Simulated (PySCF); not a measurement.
Rows and methods have been separated. Pair them.

Species: SiO.
SMILES: `[O+]#[Si-]`

The closed-shell ground state was solved 3 times with PySCF (density fitting, gas phase), always in the aug-cc-pVTZ basis (96 functions), with these functionals: CAM-B3LYP, PBE0 and wB97X-D. Geometry: PBE0-D3(BJ)/def2-TZVP; no solvent, vibrations or thermal averaging.

```json
{"row": "P", "total energy (Eh)": "-364.7486", "HOMO (eV)": "-10.23", "LUMO (eV)": "-1.02", "dipole (D)": "3.29"}
{"row": "Q", "total energy (Eh)": "-364.7276", "HOMO (eV)": "-10.73", "LUMO (eV)": "-0.34", "dipole (D)": "3.16"}
{"row": "R", "total energy (Eh)": "-364.5575", "HOMO (eV)": "-8.83", "LUMO (eV)": "-2.05", "dipole (D)": "3.10"}
```

Which functional belongs to which row?

P = CAM-B3LYP, Q = wB97X-D, R = PBE0. By rising HOMO–LUMO gap: PBE0 (global hybrid, 25 % exact exchange) 6.78 eV; CAM-B3LYP (range-separated hybrid) 9.21 eV; wB97X-D (range-separated hybrid) 10.39 eV. Total energies of different functionals aren't bounds to one another; each is stationary for its own functional.

Note: wB97X-D ran without an empirical dispersion term, which enters the total energy and its gradient alone.
